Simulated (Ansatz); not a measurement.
A nudged elastic band was laid between two geometries of AlH3NS (6 atoms, charge 0, multiplicity 2).

Theory: UKS PBE-D4/def2-SVP (Ansatz 0.2.0).

```
movable images  : 7
climbing image  : yes
spring          : 5.0 eV/Å²
optimiser       : quadratic models (default)
start path      : IDPP
force threshold : 0.03 eV/Å
iteration limit : 60
end points      : relaxed
```

First end point:

```xyz
6
Properties=species:S:1:pos:R:3
N -0.921 0.198 -0.986
Al 0.143 -0.799 0.053
S 1.381 0.312 1.541
H -0.989 1.220 -0.955
H -1.544 -0.173 -1.707
H 1.973 -0.822 2.007
```

Last end point:

```xyz
6
Properties=species:S:1:pos:R:3
N -0.363 0.982 -0.867
Al 0.781 0.090 0.183
S -0.045 -1.700 1.229
H -0.129 1.820 -1.404
H -1.344 0.731 -1.020
H 1.142 -1.986 1.833
```

Task: Which bonds break or form, and what moves?

Result: No bond is made or broken. The dihedral H5–N1–Al2–S3 goes from -180 to 0°. The two ends are copies of one structure, up to a mirror image or an exchange of like atoms.

Task: Give the energies along the band, and the barrier.

Result: The forces met the threshold. The highest image is number 4 of 0 to 8, 4.4 kcal/mol above the ends, which have the same energy within 2 meV. A vibrational analysis at the climbing image gives one clearly imaginary mode, 274i cm⁻¹: a first-order saddle point.

| image | path coordinate (Å) | energy (kcal/mol) | dihedral H5–N1–Al2–S3 (°) |
| --- | --- | --- | --- |
| 0 | 0.00 | 0.0 | -180 |
| 1 | 0.34 | 0.4 | -165 |
| 2 | 0.68 | 1.9 | -149 |
| 3 | 1.03 | 3.6 | -132 |
| 4 | 1.37 | 4.4 | -113 |
| 5 | 1.71 | 3.6 | -87 |
| 6 | 2.06 | 1.8 | -55 |
| 7 | 2.41 | 0.3 | -22 |
| 8 | 2.75 | 0.0 | 0 |

Task: What is the geometry of the highest image?

Result: 
```xyz
6
Properties=species:S:1:pos:R:3
N -0.670 0.582 -1.018
Al 0.552 -0.474 -0.170
S 0.448 -0.415 2.055
H -0.346 1.398 -1.552
H -1.418 0.141 -1.568
H 1.477 -1.297 2.206
```

Task: What are the harmonic wavenumbers there?

Result: 274i, 162, 311, 394, 444, 569, 634, 726, 1476, 2612, 3442, 3529 cm⁻¹.

The band took 6 iterations and of the order of 40 core-seconds.

Run time: 37 s on 1 thread of AMD EPYC 9R45 96-Core Processor (Zen 5), with other jobs on the host, peak memory 0.15 GiB.
